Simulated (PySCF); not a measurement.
**BFH₄Si: electronic excitations and core binding energies**

Wanted: the electronic excitations and core binding energies of BFH₄Si (`FB[SiH3]`), by calculation.

Programs: PySCF 2.14.0, with density-fitted response routines of our own. Each step states its level of theory. These are calculated values for one molecule in the gas phase, unless marked as measured. Atoms are numbered from 0 throughout.

## Step 1: Starting geometry

7 atoms, charge 0, multiplicity 1; geometry from: GFN2-xTB.

Bonds of the start (Å): F0–B1 1.32, B1–Si2 1.98, B1–H3 1.18, Si2–H4 1.47, Si2–H5 1.47, Si2–H6 1.47.

## Step 2: Excited states and response: PBE0/def2-SVPD

What the job is given:

```
{"job": {"kind": "uv", "xc": "PBE0", "basis": "def2-SVPD", "nstates": 8, "ntriplets": 3}, "charge": 0, "multiplicity": 1}
F      1.908914     1.012835    -0.100366
B      1.177328    -0.075712     0.013456
Si    -0.795592     0.026841    -0.012326
H      1.813172    -1.064452     0.125387
H     -1.390249    -0.507695     1.221375
H     -1.338592     1.380994    -0.167760
H     -1.371648    -0.767906    -1.106844
```

Method: TDDFT PBE0/def2-SVPD, vertical, gas phase, core orbitals frozen in the response.

Launch:

```console
OMP_NUM_THREADS=1 python probes_run.py task.json out
```

One launch serves the whole session: the jobs run in the order shown.

**Question.** This job is followed by: delta-SCF UKS SCAN, pcX-2 on the ionised atom, pcseg-1 elsewhere, spin-free X2C. What will the session give for the following? lowest singlet (PBE0/def2-SVPD); brightest single state of those computed; lowest triplet; F1s binding energies, SCAN/pcX-2; B1s binding energies, SCAN/pcX-2; Si1s binding energies, SCAN/pcX-2; Si2p binding energies, SCAN/pcX-2.

**Answer**, as computed:

| quantity | value |
| --- | --- |
| lowest singlet (PBE0/def2-SVPD) | 4.80 eV (258 nm), f = 0.003 |
| brightest single state of those computed | state 8, 8.61 eV, f = 0.221 |
| lowest triplet | 3.93 eV |
| F1s binding energies, SCAN/pcX-2 | F0 693.49 eV |
| B1s binding energies, SCAN/pcX-2 | B1 198.03 eV |
| Si1s binding energies, SCAN/pcX-2 | Si2 1846.29 eV |
| Si2p binding energies, SCAN/pcX-2 | Si2 106.86 eV |

In words: The first singlet state (HOMO→LUMO 0.98) lies at 4.80 eV and is weak; of the 8 states computed, the strongest absorption comes from state 8 at 8.61 eV (the last computed, so partners may be missing). The lowest triplet lies 0.87 eV below the lowest singlet (triplets in Tamm-Dancoff, singlets in full TDDFT). States above −ε(HOMO) lie where TDDFT describes them poorly and they hang on the basis; the brightest is among them.
